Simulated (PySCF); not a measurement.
Mapped SMILES: `[CH:1]#[C:2][CH2:3][C:4]#[N:5]` (H(Xn): hydrogen on atom n).

- B3LYP/pcJ-2 coupling constants
- PBE0-D3(BJ)/def2-TZVP structure
- shieldings: GIAO B97-2/pcSseg-2
- code: PySCF 2.14.0 with density-fitted response routines
- one conformer, averaged over atoms made equivalent by symmetry, fast rotation or ring inversion, no relativistic terms, in vacuum

Problem. List the cross peaks expected in HSQC, COSY and HMBC spectra.

Solution. 

HSQC (one-bond C–H):
```tsv
δH	δC	¹J(C,H) (Hz)
3.25 (H(C3))	10.5 (C3)	142
1.80 (H(C1))	76.9 (C1)	276
```

COSY cross peaks (|J| ≥ 2 Hz):
```tsv
δH	δH	abs. J (Hz)	bonds
3.25 (H(C3))	1.80 (H(C1))	3.9	4
```

HMBC (two and three bonds, |J| ≥ 2.5 Hz):
```tsv
δH	δC [abs. J in Hz]
3.25 (H(C3))	118.9 (C4) [11.8], 76.9 (C1) [4.3], 75.8 (C2) [12.7]
1.80 (H(C1))	75.8 (C2) [57.5], 10.5 (C3) [4.0]
```

δ = σ(ref) − σ, references computed at the same level: ¹H (31.64 ppm), ¹³C (185.38 ppm) against TMS.

Shifts are as computed. Against solution values, carbons near 30 ppm lie about +3 ppm off and those near 130 ppm about +7 ppm. Of 1211 compounds with measured shifts, 218 miss one by over three times the rms of a fit or turn the order of signals round; such compounds aren't used in these exercises.
